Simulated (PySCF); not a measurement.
```yaml
atoms:
  - { symbol: N, position_ang: [0.0000, 0.0000, 0.1299] }
  - { symbol: H, position_ang: [0.0000, 0.0000, -0.9095] }
```

Basis set: cc-pVTZ (spherical functions). Left uncorrelated: 1 orbital. Charge 2, multiplicity 1.

Starred EOM-CCSD(T)(a) on the restricted Hartree–Fock determinant with PySCF 2.14.0; the energies are vertical.

(1) The solver was asked for the few lowest roots only. Give the electron affinities of singlet NH(2+) among them whose weight of singles is over 0.7 (positive where the electron binds).

Answers

(1)

```json
{"root": "1", "energy (eV)": "26.90", "weight of singles": "0.97"}
{"root": "2", "energy (eV)": "26.90", "weight of singles": "0.97"}
```

Higher main lines weren't sought.
